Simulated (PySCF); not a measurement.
**C-Cyanomethanimine: full NMR table**

```yaml
Formula: C2H2N2
SMILES: "[H]/N=C\\C#N"
Point_group_of_the_computed_structure: Cs
Degrees_of_unsaturation: 3
Carbon_signals: 2
Proton_signals: 2
```

Atom-mapped SMILES (the numbers label the heavy atoms): `[H]/[N:2]=[CH:3]\[C:4]#[N:5]`. Hydrogens are named by the atom that carries them.

Non-relativistic Hamiltonian, isolated molecule, one conformer. Structure optimised with PBE0-D3(BJ)/def2-SVP; couplings computed with B3LYP/pcJ-1; σ from GIAO-PBE0/pcSseg-1; PySCF 2.14.

Shifts are taken against calculated references (same method and geometry level): TMS for ¹H, ¹³C; NH3 for ¹⁵N.

```tsv
carbon	δC, type	δH (multiplicity, J in Hz)	HMBC from (abs. J ≥ 3 Hz)	span of the C tensor (ppm)
C3	150.6, CH	7.45 (s)	–	211
C4	117.4, C	–	H(C3)	346
```

Other nuclei:
```csv
atoms,nucleus,environment,δ (ppm),σ (ppm)
H(N2),¹H,hydrogen on an imine nitrogen,12.26,19.01
N2,¹⁵N,imine nitrogen,420.4,-154.7
N5,¹⁵N,nitrile nitrogen,319.4,-53.8
```

Selected couplings (Hz, signed; the shortest-range and largest first, 30 at most; isotopes ¹³C, ¹H, ¹⁵N): ¹J(C3,H(C3)) 207.4, ¹J(C3,C4) 77.1, ¹J(C4,N5) -17.7, ¹J(N2,C3) -3.1, ²J(N2,H(C3)) -13.0, ²J(C3,N5) 4.4, ²J(N2,C4) 3.2, ³J(N5,H(C3)) -1.8, ³J(N2,N5) 1.6.

Carbon types of the structure: 1 × C, 1 × CH, leaving 1 H on heteroatoms. δC 150.6: C=N carbon. δC 117.4: nitrile carbon; this is the usual window of a C≡N carbon, which has no attached hydrogen. δH 12.26: hydrogen on an imine nitrogen; exchangeable, gas-phase position. δH 7.45: hydrogen on a C=N carbon.

Exchangeable OH/NH protons stand at their gas-phase positions; hydrogen bonding in a real sample shifts them, mostly to higher δ. Shifts are as computed. Against solution values, carbons near 30 ppm lie about +2 ppm off and those near 130 ppm about +5 ppm. Of 1211 compounds with measured shifts, 218 miss one by over three times the rms of a fit or turn the order of signals round; such compounds aren't used in these exercises. Couplings to exchangeable protons are dropped. Experimental scales use liquid or dissolved standards, which lie at an offset from isolated NH3 (liquid NH3: subtract about 20 ppm). Unscaled 15N shifts of sp2 nitrogen come out 20 to 40 ppm too high even then.
